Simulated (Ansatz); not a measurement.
This was printed by a script on the Python package of Ansatz (0.2.0), for a ladder of methods at one geometry of C2H5NO2, SMILES COC(=N)O. What did the script look like? Settings (for the species named): CAM-B3LYP, cc-pVDZ basis, multiplicity 1. The script varies functional: cam_b3lyp, lc_wpbe, pbe, revpbe, hf.

```xyz
10

C    -1.3713   -0.4359   -0.0124
O    -0.4633    0.4780   -0.6239
C     0.7806    0.4288   -0.2159
N     1.4097   -0.3060    0.6921
O     1.5879    1.2891   -0.8695
H    -2.3891   -0.1856   -0.4950
H    -1.4797   -0.1819    1.0505
H    -1.1089   -1.4188   -0.2069
H     0.6358   -0.9115    1.1491
H     2.4813    1.1927   -0.4652
```

```console
$ python run_methods.py --basis cc-pVDZ
functional    E (Ha)        dipole (D)   HOMO (eV)  LUMO (eV)
cam_b3lyp     -284.289420     2.387      -8.345      2.481
lc_wpbe       -284.234989     2.464      -9.767      3.902
pbe           -284.089103     2.190      -5.524      0.498
revpbe        -284.327624     2.176      -5.470      0.579
hf            -282.812282     2.679     -10.354      4.656
```

One script that gives this output:

`run_methods.py`
```python
"""One geometry of C2H5NO2, method by method."""

from pathlib import Path
import argparse

import ansatz as az
from ase import Atoms
import numpy as np

parser = argparse.ArgumentParser(description="One geometry of C2H5NO2, method by method.")
parser.add_argument("--basis", required=True, help="basis")
args = parser.parse_args()


def main() -> None:
    atoms = Atoms(["C", "O", "C", "N", "O", "H", "H", "H", "H", "H"], positions=[
        (-1.3713, -0.4359, -0.0124),
        (-0.4633, 0.478, -0.6239),
        (0.7806, 0.4288, -0.2159),
        (1.4097, -0.306, 0.6921),
        (1.5879, 1.2891, -0.8695),
        (-2.3891, -0.1856, -0.495),
        (-1.4797, -0.1819, 1.0505),
        (-1.1089, -1.4188, -0.2069),
        (0.6358, -0.9115, 1.1491),
        (2.4813, 1.1927, -0.4652),
    ])
    mol = az.Crystal.molecule_from_ase(atoms)

    model = mol.calculation().basis(gaussian=args.basis)

    print("functional    E (Ha)        dipole (D)   HOMO (eV)  LUMO (eV)")
    for name in ["cam_b3lyp", "lc_wpbe", "pbe", "revpbe", "hf"]:
        r = model.functional(name).forces().orbitals().run(threads=1, pin="off", runs_dir="runs").report
        lines = Path(r["orbitals_path"]).read_text().splitlines()
        field_of = lambda key: [line.split("=")[1].strip() for line in lines if line.startswith(key)]
        orbitals = [(27.211386 * float(e), s, float(n)) for e, s, n in zip(field_of("Ene="), field_of("Spin="), field_of("Occup="))]
        homo = max(e for e, _, n in orbitals if n > 0.5)
        lumo = min(e for e, _, n in orbitals if n < 0.5)
        dipole = 4.803205 * np.linalg.norm(r["charge_distribution"]["dipole_moment_e_ang"])
        print(f"{name:10s} {r['free_energy_ev'] / 27.211386246:14.6f} {dipole:9.3f} {homo:11.3f} {lumo:10.3f}")


if __name__ == "__main__":
    main()
```

Total energies depend on the basis set; only differences at equal settings carry meaning. The geometry is a force-field or estimated start, not a minimum of this method, and the basis set is short of its limit. A lower total doesn't mark the better method: functionals have no common bound, and MP2 and coupled cluster aren't variational. Levels such as HOMO and LUMO are orbital energies: with these approximate functionals they aren't the ionisation energy and electron affinity, and their gap isn't the fundamental gap. Run time: 10 s on 1 thread of Intel(R) Xeon(R) 6975P-C (Granite Rapids), with other jobs on the host, peak memory 0.27 GiB.

(A comment or docstring line of the script was reworded after the run, the code is as it ran; lines on the test bed's own set-up are left out of the output.)
